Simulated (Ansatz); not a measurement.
Input file:

```yaml
crystal:
  periodic: [false, false, false]
  atoms:
    - { symbol: Al, position_ang: [0.081765, 0.600691, -0.25109] }
    - { symbol: O, position_ang: [-0.176521, -0.281174, 2.564868] }
    - { symbol: H, position_ang: [-1.105792, -0.563752, 2.671165] }
    - { symbol: H, position_ang: [1.531193, 0.062166, -0.633451] }
    - { symbol: H, position_ang: [-1.310037, 0.00486, -0.748387] }
    - { symbol: S, position_ang: [-0.095268, 2.591925, 0.789303] }
    - { symbol: H, position_ang: [1.25364, 2.745854, 0.920546] }
    - { symbol: H, position_ang: [-0.24688, 0.711529, 2.577945] }
basis:
  gaussian: { orbitals: def2-SVP }
hamiltonian:
  xc: pbe
relax:
  f_tol: 0.03
  max_steps: 50
output:
  orbitals: {}
```

Launched with:

```bash
$ ansatz run input.yaml --threads 1 --pin off --max-ram 2048MiB --backend cpu --events-out ev --progress --plain --runs-dir out
```

Hardware: 1 thread of Arm Neoverse V1, with other jobs on the host.

Question: Roughly how long does this run take, and how much memory?

Answer: 22 s, with a peak of 0.14 GiB, for 10 ionic steps.
